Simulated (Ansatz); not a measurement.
# CH6BP: up Jacob's ladder to CCSD(T)

An exercise on one series of results from a longer session: the logs are not shown, and one member is left open.

Method: functionals in def2-TZVPP, the program's frozen cores in correlated methods; program: Ansatz 0.2.0, Gaussian basis.

Levels to be run: LDA (SPW92), PBE-D4, revPBE-D4, BLYP-D4, r2SCAN-D4, B97M-V, PBE0-D4, B3LYP-D4, r2SCANh-D4, r2SCAN0-D4, HSE06-D4, BHLYP-D4, CAM-B3LYP-D4, LC-ωPBE, ωB97X-V, ωB97M-V, B2PLYP, PBE-QIDH; CCSD(T)/def2-SVP; CCSD(T)/def2-TZVPP; MP2/def2-QZVPP; extrapolation to the limit; RPA on PBE.

## The relaxed structure

All runs share one geometry, relaxed beforehand with PBE0-D4 in a triple-zeta def2 set.

9 atoms, charge 0, spin multiplicity 1.

Atoms are counted from 1 here; the program's logs count them from 0.

Bond lengths: C1–B2 1.557 Å, C1–H4 1.096 Å, C1–H5 1.099 Å, C1–H6 1.091 Å, B2–P3 1.878 Å, B2–H7 1.199 Å, P3–H8 1.412 Å, P3–H9 1.413 Å. Angles: B2–C1–H4 111.1°, B2–C1–H5 107.6°, B2–C1–H6 115.8°, H4–C1–H5 104.8°, H4–C1–H6 109.0°, H5–C1–H6 107.9°, C1–B2–P3 123.4°, C1–B2–H7 119.8°, P3–B2–H7 116.4°, B2–P3–H8 102.8°, B2–P3–H9 102.8°, H8–P3–H9 99.2°.

Set-up of the first run:

File in.yaml:

```yaml
crystal:
  periodic: [false, false, false]
  atoms:
    - {symbol: C, position_ang: [-0.574951, 0.955773, -0.614470]}
    - {symbol: B, position_ang: [0.158386, -0.406069, -0.435304]}
    - {symbol: P, position_ang: [0.198948, -1.351769, 1.186707]}
    - {symbol: H, position_ang: [-1.309545, 0.903637, -1.425792]}
    - {symbol: H, position_ang: [0.167953, 1.690450, -0.954196]}
    - {symbol: H, position_ang: [-1.058848, 1.355356, 0.278349]}
    - {symbol: H, position_ang: [0.625054, -0.962693, -1.389410]}
    - {symbol: H, position_ang: [1.498297, -1.903715, 1.194263]}
    - {symbol: H, position_ang: [0.383308, -0.327170, 2.142655]}
basis:
  gaussian: {orbitals: def2-TZVPP}
hamiltonian: {xc: lda}
output: {orbitals: {seedname: orbitals}}
```

The run is started by

```console
> ansatz run in.yaml --threads 2 --pin off --events-out ev --progress --plain --max-ram 4352MiB
```

Steps of the session up to this table: LDA; PBE-D4 (GGA); revPBE-D4 (GGA); BLYP-D4 (GGA); r2SCAN-D4 (meta-GGA); B97M-V (meta-GGA); PBE0-D4 (hybrid); B3LYP-D4 (hybrid); r2SCANh-D4 (hybrid); r2SCAN0-D4 (hybrid); HSE06-D4 (hybrid); BHLYP-D4 (hybrid); CAM-B3LYP-D4 (range-separated); LC-ωPBE (range-separated); ωB97X-V (range-separated); ωB97M-V (range-separated); B2PLYP (double hybrid); PBE-QIDH (double hybrid).

One of the session's tables, all rows but one given; the rest of the session is left out.

It belongs to the step «Orbital energies across the functionals». 

```
  functional  HOMO (eV)  gap (eV)
 LDA (SPW92)      -6.31      3.90
      PBE-D4      -6.21      3.99
   revPBE-D4      -6.16      4.04
     BLYP-D4      -6.05      4.00
   r2SCAN-D4      -6.42      4.52
      B97M-V      -6.50      4.57
     PBE0-D4          ?         ?
    B3LYP-D4      -7.06      5.59
  r2SCANh-D4      -6.81      5.24
  r2SCAN0-D4      -7.41      6.32
    HSE06-D4      -6.88      5.22
    BHLYP-D4      -8.21      7.98
CAM-B3LYP-D4      -8.54      8.39
     LC-ωPBE      -9.88     10.84
     ωB97X-V      -9.54     10.43
     ωB97M-V      -9.39     10.07
```

Q: Estimate the row for PBE0-D4 from the others.

As computed: HOMO (eV): -7.27; gap (eV): 5.99. In the column «HOMO (eV)» it lies between r2SCAN0-D4 (-7.41) and B3LYP-D4 (-7.06).
